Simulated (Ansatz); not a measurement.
Input file:

```yaml
crystal:
  periodic: [false, false, false]
  atoms:
    - {symbol: N, position_ang: [0.000000, 0.000000, 0.000000]}
    - {symbol: C, position_ang: [0.000000, 0.000000, 2.440000]}
basis:
  gaussian: {orbitals: 6-31G}
magnetization: {spin_polarized: false, initial_magnetization: 3}
correlation: {method: fci, electrons: outside_noble_gas}
```

```sh
$ ansatz run in.yaml --threads 1 --pin off --events-out ev --progress --plain --max-ram 2393MiB
```

Output:

```
401 factors; integrals over basis functions are off by at most 2.5e-8 eV
mean field evaluation 1: about -2499.4108 eV, gradient 1.7e1 eV
mean field evaluation 2: about -2499.4113 eV, gradient 1.7e1 eV
mean field evaluation 4: about -2499.8849 eV, gradient 1.7e1 eV
mean field evaluation 8: about -2501.5769 eV, gradient 2.2e0 eV
mean field evaluation 16: about -2501.6182 eV, gradient 5.0e-6 eV
mean field evaluation 32: about -2498.8558 eV, gradient 9.4e-6 eV
mean field evaluation 64: about -2501.4208 eV, gradient 1.8e-1 eV
mean field evaluation 96: about -2501.4786 eV, gradient 1.4e0 eV
mean field evaluation 128: about -2502.5418 eV, gradient 2.3e-6 eV
mean field evaluation 160: about -2501.0880 eV, gradient 3.0e0 eV
mean field evaluation 192: about -2501.3275 eV, gradient 6.3e-2 eV
mean field evaluation 224: about -2502.5403 eV, gradient 2.3e-1 eV
mean field -2502.54180882 eV, -91.9667151904 hartree, gradient 3.6e-6 eV, S^2 3.750000; 24 other end points of the search recorded, 0 dependent functions left out
mean field evaluation 256: about -2504.1199 eV, gradient 2.3e0 eV
determinant -2502.54180882 eV, -91.9667151904 hartree, with singles and doubles -2505.31430753 eV, -92.0686026389 hartree
determinant -2501.61822792 eV, -91.9327742184 hartree, with singles and doubles -2506.49066333 eV, -92.1118329171 hartree
determinant -2501.42360629 eV, -91.9256220055 hartree, with singles and doubles -2504.33127192 eV, -92.0324767465 hartree
determinant -2500.72330766 eV, -91.8998865055 hartree, with singles and doubles -2503.47810345 eV, -92.0011233834 hartree
determinant -2501.61822792 eV, -91.9327742184 hartree, with singles and doubles -2506.79330511 eV, -92.1229547972 hartree
unrestricted determinant -2504.22113746 eV, -92.0284293794 hartree, S^2 4.6454
2 core orbitals not correlated: weight in the atoms' cores, before any rotation towards them, 1.000 or more for the frozen orbitals, at most 0.000 for the correlated occupied ones
reference -2502.54180882 eV, -91.9667151904 hartree; 6, 3 occupied and 10, 13 virtual orbitals, 401 factors
state -2507.13895762 eV, -92.1356572927 hartree
2 core orbitals not correlated: weight in the atoms' cores, before any rotation towards them, 1.000 or more for the frozen orbitals, at most 0.000 for the correlated occupied ones
state -2507.13886782 eV, -92.1356539925 hartree
Total energy: -2507.13895762 eV, -92.1356572927 hartree
```

Natural occupations: 1.9842 1.9428 1.4273 1.0386 0.9930 0.9520 0.5670 0.0462 0.0120 0.0084 0.0070 0.0067 0.0061 0.0052 0.0031 0.0003.

Ran on 1 thread of Arm Neoverse V1, shared host: 65 s wall, 0.27 GiB peak host memory.
